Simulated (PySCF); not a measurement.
Gas-phase reaction: CH₃SiH₃ + H₃SiCCH ⇌ 2 SiH₃ + C₃H₄ (allene)

Energies from PySCF, thermal terms from the rigid-rotor harmonic-oscillator model, ideal gas at 1 bar. † marks an energy on the PBE0/def2-TZVP geometry and frequencies; other levels use their own. MP2 and CCSD(T) freeze the core. Open shells (unrestricted): SiH₃ (multiplicity 2); the rest are closed-shell singlets. B3LYP is the form with VWN-RPA correlation. MP2 isn't extrapolated to the basis-set limit; its ΔH°(298 K) is 359.8 kJ in def2-SVP and 387.6 kJ in def2-TZVPP. CCSD(T) isn't extrapolated to the basis-set limit; its ΔH°(298 K) is 337.5 kJ in def2-SVP and 366.0 kJ in def2-TZVPP. The harmonic model lacks anharmonicity and excited electronic states, which grow with temperature; levels with a mode under 35 cm⁻¹ are left out. Internal rotation in CH₃SiH₃ is treated as a harmonic vibration of one conformer, which makes the entropy rough.

```json
[
 {"level": "B3LYP/def2-TZVP†", "ΔE electronic, kJ": "346", "ΔH°(298 K), kJ": "333", "ΔS°(298 K), J/K": "153", "ΔG°(1200 K), kJ": "156"},
 {"level": "CCSD(T)/def2-SVP†", "ΔE electronic, kJ": "350", "ΔH°(298 K), kJ": "338", "ΔS°(298 K), J/K": "153", "ΔG°(1200 K), kJ": "160"},
 {"level": "HF/def2-TZVP†", "ΔE electronic, kJ": "301", "ΔH°(298 K), kJ": "288", "ΔS°(298 K), J/K": "153", "ΔG°(1200 K), kJ": "110"},
 {"level": "M06-2X/def2-TZVP†", "ΔE electronic, kJ": "366", "ΔH°(298 K), kJ": "353", "ΔS°(298 K), J/K": "153", "ΔG°(1200 K), kJ": "176"},
 {"level": "MP2/def2-SVP†", "ΔE electronic, kJ": "373", "ΔH°(298 K), kJ": "360", "ΔS°(298 K), J/K": "153", "ΔG°(1200 K), kJ": "182"},
 {"level": "PBE/def2-SVP", "ΔE electronic, kJ": "325", "ΔH°(298 K), kJ": "312", "ΔS°(298 K), J/K": "154", "ΔG°(1200 K), kJ": "133"},
 {"level": "PBE/def2-TZVP†", "ΔE electronic, kJ": "334", "ΔH°(298 K), kJ": "321", "ΔS°(298 K), J/K": "153", "ΔG°(1200 K), kJ": "144"},
 {"level": "PBE0/def2-QZVP†", "ΔE electronic, kJ": "346", "ΔH°(298 K), kJ": "333", "ΔS°(298 K), J/K": "153", "ΔG°(1200 K), kJ": "156"},
 {"level": "LDA/def2-TZVP†", "ΔE electronic, kJ": "372", "ΔH°(298 K), kJ": "360", "ΔS°(298 K), J/K": "153", "ΔG°(1200 K), kJ": "182"},
 {"level": "ωB97M-V/def2-TZVP†", "ΔE electronic, kJ": "387", "ΔH°(298 K), kJ": "374", "ΔS°(298 K), J/K": "153", "ΔG°(1200 K), kJ": "197"},
 {"level": "ωB97X-V/def2-TZVP†", "ΔE electronic, kJ": "385", "ΔH°(298 K), kJ": "373", "ΔS°(298 K), J/K": "153", "ΔG°(1200 K), kJ": "195"}
]
```
ΔH° is lowest at HF/def2-TZVP† and highest at ωB97M-V/def2-TZVP†. No reference value is set beside these.
